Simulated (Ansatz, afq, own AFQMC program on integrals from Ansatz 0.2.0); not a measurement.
**SiGeH2, singlet in cc-pVDZ, levels against CCSDT(Q)**

```xyz
4

Si    0.0000    0.0739    1.5276
Ge    0.0000   -0.0072   -0.6375
H     0.0000   -0.2354    2.6964
H     0.0000   -1.3068    0.6800
```

Connectivity, by distances: SiH–Ge, 1 bridging H.

Basis cc-pVDZ. Noble-gas cores (and the filled d shells of Ga–Kr and In–Xe) are frozen. AFQMC by an in-house program on the Cholesky factors that Ansatz 0.2.0 writes for its CCSD(T) run. ph-AFQMC/CISD is guided by a CISD state made of CCSD amplitudes; releasing the constraint for a short imaginary time cuts its bias at the price of noise, slowly where states lie close. ± is one standard error of the sampling. No spin–orbit coupling.

Determinant: RHF, the one that the program's search chose, which needn't be the lowest solution. The geometry is a point of a scan.

No full CI on the walks' own integrals is used here; CCSDT(Q) serves as the reference and is uncertain by about the last step of the cluster series.

Cautions: no relativity below Rb; no spin-orbit coupling; inner d shell frozen; higher spins were not checked; restricted determinant unstable towards unrestricted (UHF 91 meV lower, ⟨S²⟩ 0.41).

The T1 diagnostic is 0.0185 and the weight of the determinant in the CISD state is 0.845. The size of the correlated space is 10 electrons in 36 orbitals.

Reference: CCSDT(Q), correlation energy -6.188 eV. The released energy is read at 2.40 1/Eh (meV from the phaseless value at times in 1/Eh: -4 ± 13 at 0.24, -19 ± 13 at 0.51, -16 ± 12 at 0.99, -51 ± 10 at 1.62, -30 ± 14 at 2.40).

| level | E − E(reference) (kJ/mol) | share of correlation (%) |
| --- | --- | --- |
| HF | 597.0 | 0.00 |
| MP2 | 114.2 | 80.87 |
| CCSD | 33.3 | 94.42 |
| CCSD(T) | 5.5 | 99.08 |
| CCSDT | 2.4 | 99.60 |
| ph-AFQMC/HF | -16.9 ± 7.4 | 102.84 |
| ph-AFQMC/CISD | 3.7 ± 1.2 | 99.38 |
| released AFQMC | 0.9 ± 1.4 | 99.86 |

A walk keeps the symmetry of its determinant, which the program's search chose and which needn't be the lowest solution, so a lower state of the same spin and another symmetry isn't excluded. Released energies are given only where the last usable release times agree within the noise; a slower fall can still hide under it.
